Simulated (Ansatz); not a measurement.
System: hcp Os. Method: r²SCAN+SOC in Ansatz (PAW).

Excerpt of the program's output:

```
Crystal: 2 atoms, lattice volume = 27.968 Å³
Basis set: ecut = 560 eV, 845 PW (Γ), exchange–correlation on 72×72×108 points (27 copies of the dense FFT grid, shifted against one another)
Bands: 40, of which v1, the nominal top of the filled ones, is band 32 counted from 1 (31 counted from 0)
Symmetry: 24 space group operations + 24 with time reversal
k-points: 488 of 8064
Initial density: superposition of atomic densities (chi_scale 0.1, normalization cell)
Functional: x = r2scan, c = r2scan; τ floored in thin density (d = 2e-4 eV/Å³)
SCF 1 converged in 8 iterations: F = -22745.950663 eV  dr2 = 9.98e-11
SCF converged after 8 iterations
Free energy (F): -22745.950663 eV
Internal energy: -22745.940723 eV  (E = F + TS)
E sigma→0 (E₀):  -22745.945693 eV
Fermi energy:    25.941836 eV
--- Forces (eV/Å), atoms counted from 1 ---
  atom   1  Os     0.00000000     0.00000000     0.00000000
  atom   2  Os    -0.00000000    -0.00000000    -0.00000000
--- Stress (GPa, compression-positive) ---
        1.690005       0.000000      -0.000000
       -0.000000       1.690005       0.000000
       -0.000000       0.000000      -0.059557
  P = ⅓ Tr σ = 1.1068 GPa (11.068 kbar)
```

### Question
Write an input file that could have produced this run (the log leaves some choices open).

### Answer
One answer among several that fit: 
Ansatz 0.2 input:
```yaml
crystal:
  lattice:
    - [1.3671, -2.367887, 0.0]
    - [1.3671, 2.367887, 0.0]
    - [0.0, 0.0, 4.3199]
  atoms:
    - { symbol: Os, position: [0.33333333, 0.66666667, 0.25] }
    - { symbol: Os, position: [0.66666667, 0.33333333, 0.75] }
basis:
  ecutwfc: 560
  ecutrho_ratio: 4
  xc_grid: 3
kpoints:
  mp_grid: { grid: [24, 24, 14] }
hamiltonian:
  xc: r2scan
  dispersion: none
  pseudopotentials: { kind: paw }
scf:
  occupations: { method: fermi_dirac, width: 0.05 }
  convergence: { dr2_threshold: 0.0000000002 }
output:
  forces: true
  stress: true
  eigenvalues: true
magnetization:
  noncollinear: true
  spin_orbit: true
```

The PAW data were made under PBE.

Note: cell and atoms aren't relaxed at this level (pressure 1.1 GPa).

It cost about 4 core-minutes (a rough figure) of CPU time.

Ansatz is a first-principles code.
